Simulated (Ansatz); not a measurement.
Band gap of PbO (Pbcm, No. 57) at several levels of theory

No measured value is used here.

```
level (code)                        value (eV)
-----------------------------  ---------------
LDA (Ansatz)                              1.99
PBEsol (Ansatz)                           1.98
PBEsol+SOC (Ansatz)                          ?
r²SCAN (Ansatz)                              ?
r²SCAN+SOC (Ansatz)            2.32 (indirect)
B3LYP (VWN-RPA form) (Ansatz)                ?
HSE06 (Ansatz)                            2.90
HSE06+SOC (Ansatz)             2.80 (indirect)
PBE0 (Ansatz)                             3.57
r²SCAN0 (Ansatz)                          3.87
```

### Question
Complete the blanks.

### Answer

- PBEsol+SOC (Ansatz, an electronic-structure program), value (eV): 1.88 (indirect)
- r²SCAN (Ansatz), value (eV): 2.43
- B3LYP (VWN-RPA form) (Ansatz), value (eV): 3.41

Computed values are for a static lattice. Spin–orbit coupling is included only where a level's name says +SOC; with heavier elements it mostly lowers gaps and can invert bands.  Values are at the measured cell. Cutoffs and k meshes differ between the levels. Ansatz's density-functional and Hartree–Fock values are scalar-relativistic unless marked +SOC, with PAW data made under PBE.
